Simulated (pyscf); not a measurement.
H₂B–AsH–AsH₂ + hydrogen (H₂) -> H₂B–AsH₂ + AsH₃, a four-centre exchange (singlet surface; As–As, H–H broken, As–H, As–H formed). PySCF, gas phase, ωB97X-D3(BJ)/def2-SVP geometries. Energies in kcal/mol from the separated reactants.

Small-basis levels: PySCF, no dispersion term, spherical d functions. AM1 to PM7: differences of heats of formation from MOPAC, which are fitted to 298 K values and so differ in kind from electronic energies by zero-point and thermal terms. GFN2-xTB: tblite. Cost: rough CPU time at the saddle relative to B3LYP/6-31G*+LANL2DZ, from one job on a shared machine.

| level | barrier | reaction energy | cost |
|---|---|---|---|
| MP2/6-31G*+LANL2DZ | 34.7 | +1.7 | 0.1 |
| SVWN5/6-31G*+LANL2DZ | 18.7 | +11.7 | 0.8 |
| PBE/6-31G*+LANL2DZ | 25.6 | +6.0 | 1 |
| B3LYP/3-21G | 27.8 | +7.2 | 1 |
| B3LYP/LANL2DZ | 24.6 | -6.9 | 1.0 |
| M06-2X/6-31G*+LANL2DZ | 31.3 | +4.4 | 2 |
| PBE/def2-SVP | 28.8 | +11.1 | 4 |
| GFN2-xTB | 30.0 | +1.2 | under 0.02 |
| AM1 | 19.0 | +5.9 | under 0.02 |
| PM3 | 21.3 | +38.6 | under 0.02 |
| PM6 | 122.2 | -6.7 | under 0.02 |
| PM7 | 17.9 | +12.9 | under 0.02 |
| ωB97M-D3(BJ)/def2-TZVP | 36.3 | +7.9 | – |

Against the last row the barrier runs from -18.4 (PM7) to +85.9 kcal/mol (PM6). At PM3 this geometry lies under one side, so the entry may be no barrier of that level: it is a single point on another level's saddle. ωB97M-D3(BJ)/def2-TZVP has limits of its own. On the reactant side the descent ends in an adduct with a As–B contact (not fully relaxed), 0.6 kcal/mol under the separated species and 39.4 kcal/mol under the saddle at ωB97X-D3(BJ)/def2-TZVP. On the product side the descent ends in an adduct with a As–B contact, 21.7 kcal/mol under the separated species and 47.4 kcal/mol under the saddle at ωB97X-D3(BJ)/def2-TZVP. At ωB97X-D3(BJ)/def2-TZVP the barrier from the zero used here is 38.8 kcal/mol. H₂B–AsH–AsH₂ is closed by a dative As–B contact. This is the saddle that the search found; another between the same sides may lie lower. In the def2 sets elements up to Kr have no core potential.
